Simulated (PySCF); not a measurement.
**Simulated absorption spectrum**

Ammonium, NH₄ (charge +1).
SMILES: `[NH4+]`

The calculation used PySCF, TDDFT B3LYP/def2-SVPD, vertical, gas phase, core orbitals frozen in the response. Isolated species at its GFN2-xTB geometry, gas phase.

Computed states:

| state | E (eV) | f |
| --- | --- | --- |
| S1 | 14.89 | 0.133 |
| S2 | 14.89 | 0.133 |
| S3 | 14.89 | 0.133 |
| S4 | 16.64 | 0.0000 |
| S5 | 16.64 | 0.0000 |
| S6 | 16.64 | 0.0000 |

Each state is given a Gaussian of 0.5 eV full width at half maximum, with ε(max) = 2.175×10⁸ f / Δν̃ (Δν̃ the width in cm⁻¹). The width is an assumption, not a result. The curve ends short of the highest state used, and states not computed would add to its high-energy end.

(1) What does the envelope look like, and where are its maxima?

(2) Coming from long wavelengths, where does ε first pass 100 L mol⁻¹ cm⁻¹?

(3) Does any computed singlet lie in the visible range?

Results:

(1) 
```tsv
E (eV)	ε (L mol⁻¹ cm⁻¹)
14.14	42
14.21	126
14.27	300
14.34	746
14.40	1492
14.47	3028
14.53	5094
14.60	8449
14.66	11955
14.73	16203
14.80	19699
14.86	21360
14.93	21223
14.99	19356
15.06	15716
15.12	12057
15.19	8000
15.25	5162
15.32	2799
15.38	1519
15.45	673
15.52	268
15.58	111
15.65	36
15.71	13
15.78	3
15.84	1
15.91	0
15.97	0
16.04	0
```

Maxima: 83 nm (14.89 eV), ε about 22000, made up of S1 (33%), S2 (33%) and S3 (33%) (ε in L mol⁻¹ cm⁻¹; maxima over ε = 5, shares over 10%).

(2) At about 87 nm (14.20 eV), 0.70 eV below S1.

(3) No computed singlet lies in the visible range (380 to 750 nm); the lowest, at 83 nm, stands 11.63 eV above its violet end (3.26 eV).
